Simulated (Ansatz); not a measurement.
H$_{3}$Ge–N⁺, quartet: the ladder up to UCCSDT(Q)

Geometry: that of the H3Ge–N, triplet, kept fixed.

```xyz
5

Ge   -0.2797   -0.0021    0.0009
N     1.6147    0.0123   -0.0051
H    -0.7720    1.4535    0.0039
H    -0.7514   -0.7367    1.2654
H    -0.7593   -0.7341   -1.2622
```

Basis cc-pVDZ; Ansatz 0.2.0. Correlated methods freeze the noble-gas cores and the filled d shells of p-block atoms, which leaves 11 electrons in 41 orbitals. R marks a restricted (for open shells ROHF) determinant, U an unrestricted one. Active spaces: valence = (11e, 11o) chosen from the atoms' valence shells. No spin–orbit coupling is included, and no scalar relativity.

Full CI isn't at hand for all of this; UCCSDT(Q) serves as the reference, and is uncertain by about the last step of the cluster series. The frozen core follows each run's orbitals, which can shift R against U totals by a few meV for light atoms and by up to 0.1 eV past Ca.

The UHF ⟨S²⟩ is 3.763 and the T1 diagnostic (RCCSD) is 0.0289. The largest doubles amplitude (RCCSD) is 0.030. The T1 diagnostic (UCCSD) is 0.0218.

```
   level  E − E(RHF) (eV)
     UHF          -0.1166
    UMP2          -4.4813
   UCCSD          -5.6011
UCCSD(T)          -5.7108
```

Task: Estimate how far UCCSDT(Q) in cc-pVDZ lies from UCCSD(T). The table doesn't fix it; the size of (T) and the diagnostics are the guide.

Result: UCCSDT(Q) in cc-pVDZ lies 1.23 mEh below UCCSD(T), which is 31 % of the (T) step (-4.03 mEh). The diagnostics give no warning, yet the rest is a sizeable part of (T).

The other levels:

| level | E − E(UCCSDT(Q)) (mEh) | share of correlation (%) | wall time |
| --- | --- | --- | --- |
| UCCSDT | 0.17 | 99.92 | – |

The correlation energy at UCCSDT(Q), counted from RHF, is -5.744 eV. That run took 26 s on 1 thread of Arm Neoverse V2, shared host.

Run but not shown, since their state or frozen core can't be matched to the reference's or they repeat it: RHF, RMP2, RCCSD, RCCSD(T), BCCD(T), RCCSDT, RCCSDT(Q), CASSCF (valence space), NEVPT2 (valence space), MRCISD (valence space), MRCISD+Q (valence space).

Times hold each run's SCF and search for its determinant on a shared host, so for small cases they say little of a method's own cost; they ran on 1 thread of Arm Neoverse V2.

Natural occupations of CASSCF (valence space) about the gap: 1.966 1.966 1.002 1.002 1.001 0.037 0.024 0.024 0.011; effectively unpaired electrons, Σ n²(2−n)², 3.02.
